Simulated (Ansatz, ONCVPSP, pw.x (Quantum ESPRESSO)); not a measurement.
pw.x on bcc Al: one setting changed

Potential: optimised norm-conserving Vanderbilt (ONCV), ONCVPSP 4.0.1.1 (patched build), LDA (Perdew-Wang 92); core [He], reference 2s2 2p6 3s1.75 3p1.25; waves: 2s+3s: rc 1.15 bohr, ncon 3, nbas 7, qcut 13.7 1/bohr, 2 projectors; 2p+3p: rc 1.15 bohr, ncon 3, nbas 6, qcut 12.6 1/bohr, 2 projectors; d scattering state at 0.02 Ha: rc 1.00 bohr, ncon 4, nbas 8, qcut 9.5 1/bohr, 1 projector; local part: polynomial inside 0.80 bohr (lpopt 5, dvloc0 0 Ha); core correction: Teter function, fcfact 5.75, rcfact 1.6.

The reference run (k-mesh 14³, cutoffs 160/640 Ry, Fermi–Dirac 0.01 Ry, mixing_beta 0.4, conv_thr 1e-9, no spin) gives 0.42 GPa at 16.222 Å³/atom, where all-electron LAPW gives 0.10 GPa. This run, with its own iteration cap, changes k-mesh shift to 1.

```
&control
  calculation='scf', prefix='x', pseudo_dir='./', outdir='./tmp', tstress=.true., disk_io='none'
/
&system
  ibrav=0, nat=1, ntyp=1, ecutwfc=160, ecutrho=640, nbnd=13,
  occupations='smearing', smearing='fd', degauss=0.01
/
&electrons
  conv_thr=1e-09, mixing_beta=0.4, electron_maxstep=60
/
ATOMIC_SPECIES
Al 1.0 Al.UPF
CELL_PARAMETERS angstrom
  -1.59470909 1.59470909 1.59470909
  1.59470909 -1.59470909 1.59470909
  1.59470909 1.59470909 -1.59470909
ATOMIC_POSITIONS crystal
Al 0.0000 0.0000 0.0000
K_POINTS automatic
14 14 14 1 1 1
```

```bash
pw.x < Al.scf.in > Al.scf.out
```

**Question.** How does the run end?

**Answer.** It converges in 6 iterations; the free energy moves by +3.8 meV/atom and the pressure by -0.25 GPa.

```
Message from routine setup:
     using ibrav=0 with symmetry is DISCOURAGED, use correct ibrav instead
     lattice parameter (alat)  =       5.2196  a.u.
     unit-cell volume          =     109.4715 (a.u.)^3
     number of electrons       =        11.00
     number of Kohn-Sham states=           13
     kinetic-energy cutoff     =     160.0000  Ry
     charge density cutoff     =     640.0000  Ry
     scf convergence threshold =      1.0E-09
     Exchange-correlation= SLA  PW   NOGX NOGC
     number of k points=   100  Fermi-Dirac smearing, width (Ry)=  0.0100
     iteration #  1     ecut=   160.00 Ry     beta= 0.40
     total energy              =    -162.07362116 Ry
     estimated scf accuracy    <       0.00443058 Ry
     iteration #  2     ecut=   160.00 Ry     beta= 0.40
     total energy              =    -162.07312445 Ry
     estimated scf accuracy    <       0.00124536 Ry
     iteration #  3     ecut=   160.00 Ry     beta= 0.40
     total energy              =    -162.07320122 Ry
     estimated scf accuracy    <       0.00002798 Ry
     iteration #  4     ecut=   160.00 Ry     beta= 0.40
     total energy              =    -162.07320464 Ry
     estimated scf accuracy    <       0.00000010 Ry
     iteration #  5     ecut=   160.00 Ry     beta= 0.40
     total energy              =    -162.07320467 Ry
     estimated scf accuracy    <       0.00000002 Ry
     iteration #  6     ecut=   160.00 Ry     beta= 0.40
     the Fermi energy is     9.9106 ev
!    total energy              =    -162.07320467 Ry
     estimated scf accuracy    <          2.7E-10 Ry
     smearing contrib. (-TS)   =      -0.00174097 Ry
     The total energy is F=E-TS. E is the sum of the following terms:
     one-electron contribution =    -119.05032649 Ry
     hartree contribution      =      54.03775316 Ry
     xc contribution           =     -23.99800119 Ry
     ewald contribution        =     -73.06088918 Ry
     convergence has been achieved in   6 iterations
          total   stress  (Ry/bohr**3)                   (kbar)     P=        1.70
     Message from routine punch:
     Nothing written, as per user request (disk_io='none')
```

The run took about 2 min on one core of a shared host (Neoverse-N1, 64 threads, 124 GiB, load 52).
